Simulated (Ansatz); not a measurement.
A made-up structure of MgAlH2F, singlet:

F1  (-1.425, -2.090, 2.239)
Mg2  (-0.681, -1.000, 1.072)
Al3  (0.462, 0.677, -0.725)
H4  (-0.056, 0.486, 1.671)
H5  (1.625, 1.696, -0.327)
(Å)

It is relaxed with PBE-D4/def2-SVP and then PBE0-D4/def2-TZVP (Ansatz 0.2.0). Atoms count as bonded within 1.22 times the sum of their covalent radii (H–H: 0.88 Å). The end point is not checked to be a true minimum.

(1) Does its bonding change? (Judge from chemistry; the calculation decides.)

Answers

(1) The calculation gives: Yes. Formed: Al3–H4; broken: none.

Where it ends: The first stage lowers the energy by 0.47 eV in 8 steps. It ends as MgAlH₂F ([F][Mg]1[H][AlH]1):
```tsv
atom	x (Å)	y (Å)	z (Å)
F1	-1.6182	-2.1795	2.1615
Mg2	-0.7267	-1.0614	1.1471
Al3	0.5582	0.5368	-0.3537
H4	0.2854	0.6037	1.4347
H5	1.4263	1.8691	-0.4594
```

Labels in which every atom is bracketed show which atoms are joined, not bond orders.

For scale, one of the runs: PBE0-D4/def2-TZVP relaxation, 112 basis functions, launched by `ansatz run in.yaml --threads 2 --pin off --events-out ev --progress --plain --max-ram 4352MiB`. Hardware: 2 CPU threads of an Arm Neoverse V1, shared host. Wall time about 15 s.
